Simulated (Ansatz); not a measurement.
Bromine, solid Br2 (Cmce): convergence with the k-point mesh

Computed with Ansatz, LDA, scalar-relativistic PAW, on the relaxed cell (a = 6.656 Å, b = 3.903 Å, c = 8.473 Å; spin not included). Errors count from a run at 420 eV on a Γ-centred 9×9×4 mesh with Fermi-Dirac smearing of 0.05 eV, extrapolated to zero width. Fixed here: cutoff 420 eV, Fermi-Dirac width 0.05 eV. The SCF starts from atomic densities corrected by a trained network.

| k-mesh | E(σ→0) error (meV/atom) | P (GPa) | SCF iterations |
| --- | --- | --- | --- |
| 2×2×1 | -70.7 | -0.26 | 6 |
| 3×3×1 | -101.1 | -1.09 | 6 |
| 3×3×2 | -10.4 | -0.16 | 6 |
| 5×5×2 | 2.2 | 0.00 | 6 |
| 6×6×3 | 0.4 | -0.03 | 6 |
| 8×8×3 | 0.0 | -0.04 | 6 |
| 10×10×4 | 0.0 | -0.04 | 6 |
| 14×14×6 | 0.0 | -0.04 | 6 |

Within 5 meV/atom of the last row: from 5×5×2 on.
